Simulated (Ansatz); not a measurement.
Molecule: C₄H₅N₂, charge 1, multiplicity 1. It need not be the lowest isomer of its formula. 
Structure (B3LYP-D3(BJ)/def2-TZVP (Ansatz, an electronic-structure program) minimum search):
```xyz
11

C      1.2002    -0.6485    -0.0615
C      1.1210     0.7303     0.0624
N     -0.1017     1.2793     0.1150
C     -1.2224     0.5448     0.0522
C     -1.0827    -0.8292    -0.0713
N      0.1122    -1.4108    -0.1268
H      2.1644    -1.1384    -0.1081
H      1.9750     1.3892     0.1191
H     -0.1820     2.2884     0.2057
H     -2.1699     1.0612     0.1012
H     -1.9574    -1.4647    -0.1259
```
Charge +1, spin multiplicity 1.

Basis-set convergence of Hartree-Fock and CCSD(T) correlation energies (hartree) with Ansatz. Valence correlation only, unless marked. Spin-orbit coupling is left out. No relativistic terms.

The Hartree-Fock reference is unstable (checked in the largest basis), which strains HF and MP2. 

| basis | functions | E(HF) | E(corr, CCSD(T)) |
|---|---|---|---|
| cc-pVDZ | 109 | -263.05532 | -0.89766 |
| cc-pVTZ | 250 | -263.12209 | -1.08029 |
| cc-pVQZ | 480 | -263.13889 | -1.13798 |

Extrapolating the two largest sets (X = 3 and 4) as X^-3: E(corr) = (64·(-1.13798) - 27·(-1.08029))/37 = -1.1801 Eh, an estimate of the basis-set limit. The largest set recovers 96.4 % of it, the smallest 76.1 %.
